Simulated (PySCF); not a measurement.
Species: C₅H₉F.
Structure used (PBE0-D3(BJ)/def2-SVP), in Å, numbered top down from 1:
```
atom  x, y, z in Å
C1    -0.8938    1.6127   -0.2124
C2    -0.4898    0.3770    0.1048
C3    -1.3383   -0.8347   -0.1409
C4     0.8646    0.1379    0.7212
C5     1.8906   -0.4584   -0.2236
F6     1.5338   -1.7277   -0.6184
H7    -0.2627    2.4848   -0.0166
H8    -1.8682    1.7953   -0.6744
H9    -2.2964   -0.5725   -0.6110
H10   -1.5482   -1.3564    0.8083
H11   -0.8088   -1.5578   -0.7792
H12    1.2797    1.0895    1.0906
H13    0.7711   -0.5323    1.5941
H14    2.8740   -0.5217    0.2734
H15    1.9928    0.1670   -1.1272
```

Level: CAM-B3LYP/def2-SVPD in PySCF, non-relativistic, on one gas-phase PBE0-D3(BJ)/def2-SVP geometry that isn't relaxed in the solvent. The solvent is an IEF-PCM continuum (cavity from Bondi-type radii × 1.2), and excitations are vertical TDDFT with non-equilibrium linear response and a frozen core. The model holds no explicit solvent molecules, cavitation or dispersion.

```
run  E − E(gas) (kcal/mol)  HOMO (eV)  HOMO–LUMO gap (eV)  dipole (D)  lowest singlet (eV)  static polarisability (au)
gas                   0.00      -8.52                9.64        1.44                 6.86                        63.7
  P                  -3.27      -8.45                9.73        1.89                 6.82                        85.5
  Q                  -2.33      -8.46                9.71        1.74                 6.81                        78.2
```

Problem. The runs were made in chloroform and dimethylsulfoxide. Which run belongs to which solvent?

Solution. P = dimethylsulfoxide, Q = chloroform. The dielectric constants are 4.711 (chloroform), 46.83 (dimethylsulfoxide), and the energy falls further as ε rises. The optical constants n² used for the excitations are 2.09, 2.19 in the same order. In this model the ground state sees the solvent through ε alone.

Problem. How constant is the ratio of the lowering to (ε − 1)/(2ε + 1)?

Solution. 
```json
{"solvent": "chloroform", "(ε − 1)/(2ε + 1)": "0.356", "E − E(gas) (kcal/mol)": "-2.33", "ratio (kcal/mol)": "-6.5", "polarisation term (kcal/mol)": "-2.56"}
{"solvent": "dimethylsulfoxide", "(ε − 1)/(2ε + 1)": "0.484", "E − E(gas) (kcal/mol)": "-3.27", "ratio (kcal/mol)": "-6.7", "polarisation term (kcal/mol)": "-3.74"}
```

The ratio changes by +3.3 % in size from chloroform to dimethylsulfoxide. The polarisation term is half the interaction of the solute with the induced surface charges.
